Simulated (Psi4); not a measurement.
**doublet CH5BS− at 4 levels**

Aim: a comparison of 4 runs (U-revPBE/aug-cc-pVDZ, UBLYP/aug-cc-pVDZ, UPBE/aug-cc-pVDZ, USVWN5/aug-cc-pVDZ) of doublet CH5BS−. 

The results are computed with Psi4 1.11.

### Step 1. The structure to begin with

CH5BS−: 8 atoms, total charge -1, spin state doublet. SMILES of the parent species: `[H]B([H])SC`. The shape is that of a GFN2-xTB optimisation. That shape belongs to the parent species and isn't relaxed for this state.

Bond lengths: B1–S4 1.743 Å, S4–C5 1.831 Å, B1–H2 1.168 Å, B1–H3 1.166 Å, C5–H6 1.084 Å, C5–H7 1.084 Å, C5–H8 1.086 Å. Angles: B1–S4–C5 104.6°, H2–B1–S4 120.5°, H3–B1–S4 116.7°, S4–C5–H6 110.1°, S4–C5–H7 107.5°, S4–C5–H8 108.6°, H2–B1–H3 122.8°, H6–C5–H7 110.4°, H6–C5–H8 110.4°, H7–C5–H8 109.8°.

### Step 2. Energy and forces at U-revPBE/aug-cc-pVDZ (run 1)

Input file run.py:

```python
import psi4

psi4.set_memory(1600000000)
psi4.set_num_threads(1)
psi4.set_output_file('psi4.out', False)

geom = psi4.geometry("""
-1 2
B
H 1 1.168301
H 1 1.166484 2 122.75558
S 1 1.742542 3 116.73357 2 -179.13633
C 4 1.830953 1 104.59985 3 -179.30494
H 5 1.083861 4 110.09205 1 -28.22321
H 5 1.084345 6 110.43689 4 118.56973
H 5 1.086061 6 110.3798 7 121.55491
symmetry c1
""")

psi4.set_options({
    'reference': 'uks',
    'puream': True,
    'e_convergence': 1e-09,
    'd_convergence': 1e-08,
    'scf_type': 'pk',
    'dft_radial_points': 99,
    'dft_spherical_points': 590,
    'maxiter': 200,
})

e_tot, wfn = psi4.gradient('revpbe/aug-cc-pVDZ', return_wfn=True)
psi4.oeprop(wfn, 'QUADRUPOLE', 'WIBERG_LOWDIN_INDICES', 'LOWDIN_CHARGES', title='REVPBE')
print('gradient / Eh bohr^-1')
print(e_tot.np.round(6))
print(f'energy = {wfn.energy():.10f} Eh')
```

On the command line:

```
$ python run.py
```

psi4.out:

```text
[...]
  Running in c1 symmetry.
[...]
  Nuclear repulsion =   94.630010677044893
[...]
  Multiplicity = 2
[...]
  Nalpha       = 17
  Nbeta        = 16
[...]
    Number of basis functions: 118
[...]
   @UKS iter   1:  -463.40885613799526    1.17216e-01   8.19228e-03 ADIIS/DIIS
[...]
   @UKS iter  29:  -464.06503230849864   -8.35598e-12   5.90742e-09 DIIS
[...]
   @S^2 Observed:                7.524109054E-01
[...]
  @UKS Final Energy:  -464.06503230849864
   => Energetics <=
    Nuclear Repulsion Energy =             94.6300106770448934
    One-Electron Energy =                -829.8246522820527389
    Two-Electron Energy =                 308.2120754251221797
    DFT Exchange-Correlation Energy =     -37.0824661286129569
    Empirical Dispersion Energy =           0.0000000000000000
    VV10 Nonlocal Energy =                  0.0000000000000000
    Total Energy =                       -464.0650323084986439
[...]
  -Total Gradient:
     Atom            X                  Y                   Z
    ------   -----------------  -----------------  -----------------
       1        0.004494304323    -0.010807104764    -0.007994350611
       2       -0.003481108387    -0.001054165820    -0.022476030095
       3        0.001643503088    -0.020385758123     0.013232594575
       4       -0.006951383099     0.023137891560     0.021602834496
       5        0.000752204534    -0.005039652936     0.008341461392
       6       -0.005082120197    -0.003819827971    -0.010242407149
       7       -0.005723609814     0.011863982253     0.002949139764
       8        0.014349692554     0.006099924246    -0.005419140070
[...]
```

The script printed:

```text
Memory set to   1.490 GiB by Python driver.
  Threads set to 1 by Python driver.
gradient / Eh bohr^-1
[[ 0.004494 -0.010807 -0.007994]
 [-0.003481 -0.001054 -0.022476]
 [ 0.001644 -0.020386  0.013233]
 [-0.006951  0.023138  0.021603]
 [ 0.000752 -0.00504   0.008341]
 [-0.005082 -0.00382  -0.010242]
 [-0.005724  0.011864  0.002949]
 [ 0.01435   0.0061   -0.005419]]
energy = -464.0650323085 Eh
```

Wall time 82 s (1 thread of Intel Xeon 6975P-C (Granite Rapids), shared host); peak memory 0.8 GiB.

### Step 3. Energy and gradient at UBLYP/aug-cc-pVDZ (run 2)

Input file ch5bs.py:

```python
import psi4

psi4.set_memory('1600 MB')
psi4.set_num_threads(1)
psi4.core.set_output_file('ch5bs.out', False)

geom = psi4.geometry("""
-1 2
B
H 1 1.168301
H 1 1.166484 2 122.75558
S 1 1.742542 3 116.73357 2 -179.13633
C 4 1.830953 1 104.59985 3 -179.30494
H 5 1.083861 4 110.09205 1 -28.22321
H 5 1.084345 6 110.43689 4 118.56973
H 5 1.086061 6 110.3798 7 121.55491
symmetry c1
no_reorient
no_com
""")

psi4.set_options({
    'reference': 'uks',
    'puream': True,
    'e_convergence': 1e-09,
    'd_convergence': 1e-08,
    'scf_type': 'pk',
    'dft_radial_points': 99,
    'dft_spherical_points': 590,
    'maxiter': 200,
})

E = psi4.gradient('blyp/aug-cc-pVDZ')
print('gradient / Eh bohr^-1')
print(E.np.round(6))
```

On the command line:

```
$ python ch5bs.py
```

ch5bs.out:

```text
[...]
  Running in c1 symmetry.
[...]
  Nuclear repulsion =   94.630010677044936
[...]
  Multiplicity = 2
[...]
  Nalpha       = 17
  Nbeta        = 16
[...]
    Number of basis functions: 118
[...]
   @UKS iter   1:  -463.36830059511283    1.92718e-01   8.71453e-03 ADIIS/DIIS
[...]
   @UKS iter  32:  -464.10173481758949   -7.10543e-12   3.13545e-09 DIIS
[...]
   @S^2 Observed:                7.513907391E-01
[...]
  @UKS Final Energy:  -464.10173481758949
   => Energetics <=
    Nuclear Repulsion Energy =             94.6300106770449361
    One-Electron Energy =                -829.8151229469237933
    Two-Electron Energy =                 308.2006032509859210
    DFT Exchange-Correlation Energy =     -37.1172257986966301
    Empirical Dispersion Energy =           0.0000000000000000
    VV10 Nonlocal Energy =                  0.0000000000000000
    Total Energy =                       -464.1017348175894881
[...]
  -Total Gradient:
     Atom            X                  Y                   Z
    ------   -----------------  -----------------  -----------------
       1        0.004719851631    -0.014090865941    -0.009357597727
       2       -0.003679523327    -0.000993952412    -0.019527410865
       3        0.001715583721    -0.017959269898     0.011397910414
       4       -0.007310466914     0.020462949477     0.025179304248
       5        0.000834961049    -0.001656308035     0.005245547764
       6       -0.004647972242    -0.003381317491    -0.009705951269
       7       -0.005508261141     0.011549612791     0.002466576308
       8        0.013878884994     0.006062757663    -0.005703264926
[...]
```

On the terminal:

```text
Memory set to   1.490 GiB by Python driver.
  Threads set to 1 by Python driver.
gradient / Eh bohr^-1
[[ 0.00472  -0.014091 -0.009358]
 [-0.00368  -0.000994 -0.019527]
 [ 0.001716 -0.017959  0.011398]
 [-0.00731   0.020463  0.025179]
 [ 0.000835 -0.001656  0.005246]
 [-0.004648 -0.003381 -0.009706]
 [-0.005508  0.01155   0.002467]
 [ 0.013879  0.006063 -0.005703]]
```

Run time: 86 s. Hardware: 1 thread of Intel Xeon 6975P-C (Granite Rapids), shared host; peak memory 0.8 GiB.

### Step 4. Energy and forces at UPBE/aug-cc-pVDZ (run 3)

Input file ch5bs.dat:

```
memory 1600 mb

molecule {
  -1 2
  B
  H 1 R2
  H 1 R3 2 A3
  S 1 R4 3 A4 2 D4
  C 4 R5 1 A5 3 D5
  H 5 R6 4 A6 1 D6
  H 5 R7 6 A7 4 D7
  H 5 R8 6 A8 7 D8

  R2 = 1.168301
  R3 = 1.166484
  A3 = 122.75558
  R4 = 1.742542
  A4 = 116.73357
  D4 = -179.13633
  R5 = 1.830953
  A5 = 104.59985
  D5 = -179.30494
  R6 = 1.083861
  A6 = 110.09205
  D6 = -28.22321
  R7 = 1.084345
  A7 = 110.43689
  D7 = 118.56973
  R8 = 1.086061
  A8 = 110.3798
  D8 = 121.55491
  symmetry c1
}

set {
  basis aug-cc-pVDZ
  reference uks
  puream true
  e_convergence 1e-09
  d_convergence 1e-08
  scf_type pk
  dft_radial_points 99
  dft_spherical_points 590
  maxiter 200
}

gradient("pbe")
print_variables()
```

On the command line:

```
$ psi4 -n 1 ch5bs.dat ch5bs.out
```

ch5bs.out:

```text
[...]
  Running in c1 symmetry.
[...]
  Nuclear repulsion =   94.630010677044893
[...]
  Multiplicity = 2
[...]
  Nalpha       = 17
  Nbeta        = 16
[...]
    Number of basis functions: 118
[...]
   @UKS iter   1:  -463.19349191121745    1.56554e-01   8.41612e-03 DIIS/ADIIS
[...]
   @UKS iter  31:  -463.87826008998212   -1.64846e-12   3.87602e-10 DIIS
[...]
   @S^2 Observed:                7.521275113E-01
[...]
  @UKS Final Energy:  -463.87826008998212
   => Energetics <=
    Nuclear Repulsion Energy =             94.6300106770448934
    One-Electron Energy =                -829.8995348253218935
    Two-Electron Energy =                 308.2790092242478295
    DFT Exchange-Correlation Energy =     -36.8877451659529143
    Empirical Dispersion Energy =           0.0000000000000000
    VV10 Nonlocal Energy =                  0.0000000000000000
    Total Energy =                       -463.8782600899821205
[...]
  -Total Gradient:
     Atom            X                  Y                   Z
    ------   -----------------  -----------------  -----------------
       1        0.004562169912    -0.009138641283    -0.007212406279
       2       -0.003665840235    -0.000584641322    -0.022068828729
       3        0.001787351632    -0.019715170115     0.013070198953
       4       -0.007185955540     0.022939448089     0.018659634410
       5        0.000766762260    -0.006818550900     0.010043329275
       6       -0.004970975218    -0.004180281206    -0.010012539981
       7       -0.005669901423     0.011594540347     0.002965843844
       8        0.014377704082     0.005897700523    -0.005450551273
[...]
```

It took 86 s on 1 thread of Intel Xeon 6975P-C (Granite Rapids), shared host; peak memory 0.8 GiB.

### Step 5. Energy and gradient at USVWN5/aug-cc-pVDZ (run 4)

Input file calc.py:

```python
import psi4

psi4.set_memory('1600 MB')
psi4.set_num_threads(1)
psi4.core.set_output_file('output.dat', False)

m = psi4.geometry("""
-1 2
B      0.504820     1.076520    -1.039970
H      1.392850     1.121670    -0.282150
H      0.461190     1.736030    -2.001130
S     -0.823740    -0.020990    -0.781410
C     -0.431520    -0.855950     0.800170
H      0.641880    -0.891960     0.946010
H     -0.840650    -1.858890     0.749880
H     -0.904820    -0.306430     1.608590
symmetry c1
no_reorient
no_com
""")

psi4.set_options({
    'basis': 'aug-cc-pVDZ',
    'reference': 'uks',
    'puream': True,
    'e_convergence': 1e-09,
    'd_convergence': 1e-08,
    'scf_type': 'pk',
    'dft_radial_points': 99,
    'dft_spherical_points': 590,
    'maxiter': 200,
})

result, w = psi4.gradient('scf', dft_functional={"name": "SVWN5", "x_functionals": {"LDA_X": {}}, "c_functionals": {"LDA_C_VWN": {}}}, return_wfn=True)
psi4.oeprop(w, 'LOWDIN_CHARGES', 'WIBERG_LOWDIN_INDICES', 'DIPOLE')
print('gradient / Eh bohr^-1')
print(result.np.round(6))
print(f'energy = {w.energy():.10f} Eh')
for k, v in sorted(psi4.core.scalar_variables().items()):
    print(f'{k:45s} {v:18.10f}')
```

On the command line:

```
$ python calc.py
```

output.dat:

```text
[...]
  Running in c1 symmetry.
[...]
  Nuclear repulsion =   94.630001507260701
[...]
  Multiplicity = 2
[...]
  Nalpha       = 17
  Nbeta        = 16
[...]
    Number of basis functions: 118
[...]
   @UKS iter   1:  -461.35494602030280    2.54329e-01   8.84811e-03 DIIS/ADIIS
[...]
   @UKS iter  35:  -462.09575937583003   -9.32232e-12   5.29004e-10 DIIS
[...]
   @S^2 Observed:                7.509444047E-01
[...]
  @UKS Final Energy:  -462.09575937583003
   => Energetics <=
    Nuclear Repulsion Energy =             94.6300015072607010
    One-Electron Energy =                -829.9332177575952301
    Two-Electron Energy =                 308.2752068511654215
    DFT Exchange-Correlation Energy =     -35.0677499766608634
    Empirical Dispersion Energy =           0.0000000000000000
    VV10 Nonlocal Energy =                  0.0000000000000000
    Total Energy =                       -462.0957593758300277
[...]
  -Total Gradient:
     Atom            X                  Y                   Z
    ------   -----------------  -----------------  -----------------
       1       -0.001072333662    -0.004644489498    -0.003625036286
       2       -0.019762613311     0.002246606684    -0.013571117736
       3        0.002653379669    -0.015205343000     0.019726934054
       4        0.013627596771     0.021312402211    -0.002614856500
       5        0.006904553419    -0.009393257052     0.018276588481
       6       -0.014097140334    -0.000348103498    -0.001261409629
       7        0.005520013756     0.014092500113    -0.001201592922
       8        0.006220850168    -0.008067321507    -0.015728549091
[...]
```

The script printed:

```text
Memory set to   1.490 GiB by Python driver.
  Threads set to 1 by Python driver.
gradient / Eh bohr^-1
[[-0.001072 -0.004644 -0.003625]
 [-0.019763  0.002247 -0.013571]
 [ 0.002653 -0.015205  0.019727]
 [ 0.013628  0.021312 -0.002615]
 [ 0.006905 -0.009393  0.018277]
 [-0.014097 -0.000348 -0.001261]
 [ 0.00552   0.014093 -0.001202]
 [ 0.006221 -0.008067 -0.015729]]
energy = -462.0957593758 Eh
CURRENT ENERGY                                   -462.0957593758
CURRENT REFERENCE ENERGY                         -462.0957593758
DD SOLVATION ENERGY                                 0.0000000000
DFT FUNCTIONAL TOTAL ENERGY                      -462.0957593758
DFT TOTAL ENERGY                                 -462.0957593758
DFT VV10 ENERGY                                     0.0000000000
DFT XC ENERGY                                     -35.0677499767
GRID ELECTRONS ALPHA                               17.0001057253
GRID ELECTRONS BETA                                16.0000003487
GRID ELECTRONS TOTAL                               33.0001060740
NUCLEAR REPULSION ENERGY                           94.6300015073
ONE-ELECTRON ENERGY                              -829.9332177576
PCM POLARIZATION ENERGY                             0.0000000000
PE ENERGY                                           0.0000000000
SCF ITERATION ENERGY                             -462.0957593758
SCF ITERATIONS                                     35.0000000000
SCF TOTAL ENERGY                                 -462.0957593758
TWO-ELECTRON ENERGY                               308.2752068512
XC GRID RADIAL POINTS                              99.0000000000
XC GRID SPHERICAL POINTS                          590.0000000000
XC GRID TOTAL POINTS                           448194.0000000000
```

It took 71 s on 1 thread of Intel Xeon 6975P-C (Granite Rapids), shared host; peak memory 0.78 GiB.

### Step 6. All runs side by side

| run | level | energy (Eh) | HOMO energy (eV) | LUMO energy (eV) | ⟨S²⟩ | wall time |
| --- | --- | --- | --- | --- | --- | --- |
| 1 | U-revPBE/aug-cc-pVDZ | -464.065032 | 1.82 | 1.89 | 0.752 | 82 s |
| 2 | UBLYP/aug-cc-pVDZ | -464.101735 | 1.97 | 2.05 | 0.751 | 86 s |
| 3 | UPBE/aug-cc-pVDZ | -463.878260 | 1.83 | 1.90 | 0.752 | 86 s |
| 4 | USVWN5/aug-cc-pVDZ | -462.095759 | 1.85 | 1.92 | 0.751 | 71 s |

### Step 7. Summary of results

| quantity | value |
| --- | --- |
| run 4: total energy | -462.09576 Eh |
| run 4: HOMO energy (highest over α and β) | 1.85 eV |
| run 4: LUMO energy (lowest over α and β) | 1.92 eV |
| run 4: ⟨S²⟩ | 0.751 |
| run 4: largest force on an atom | 1.308 eV/Å |

In words: Totals of different functionals can't be ranked against each other. In runs 1, 2, 3, 4 the HOMO lies above zero, so the outermost electron may be held by the basis alone. All runs together took 5.4 min, the longest 86 s.
